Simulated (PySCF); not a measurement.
A species of formula C6H10 has this rotational fingerprint, computed with PySCF, PBE0-D3(BJ)/def2-SVP geometry optimisation, gas phase:

* Rotational constants: A = 6084, B = 2622, C = 1924 MHz
* Dipole components: |μa| = 0.24 D, |μb| = 0.00 D, |μc| = 0.00 D
* Inertial defect: -13.09 u·Å²
* κ: -0.66

Problem. Which candidate fits, each taken in the one conformer that was computed?
A. `[CH3:1][C:2]1=[CH:3][CH2:4][CH2:5][CH2:6]1` with C2–C3–C4–C5 13°, C3–C4–C5–C6 -21°, C4–C5–C6–C2 21°, C1–C2–C6–C5 169° (1-methylcyclopentene)
B. `[CH2:1]=[C:2]([CH3:3])[CH:4]1[CH2:5][CH2:6]1` with C1–C2–C4–C5 -35°
C. `CC(C)=C1CC1`

Solution. C. It is CC(C)=C1CC1, an asymmetric top, point group C2v. The candidates at the same level (rigid rotor, commonest isotopes):

```csv
SMILES,A (MHz),B (MHz),C (MHz),μa (D),μb (D),μc (D),Δ (u·Å²),point group,rotor
CC(C)=C1CC1,6084,2622,1924,0.24,0.00,0.00,-13.09,C2v,asymmetric top
CC1=CCCC1,6990,3046,2258,0.19,0.21,0.08,-14.33,–,asymmetric top
C=C(C)C1CC1,6613,2568,2193,0.18,0.65,0.00,-42.76,Cs,asymmetric top
```

`C=C(C)C1CC1` has C 14 % too high; `CC1=CCCC1` has C 17 % too high. In the right answer the symmetry axis of this C2v structure is a, so μb and μc vanish by symmetry. No structure here is proved a minimum.
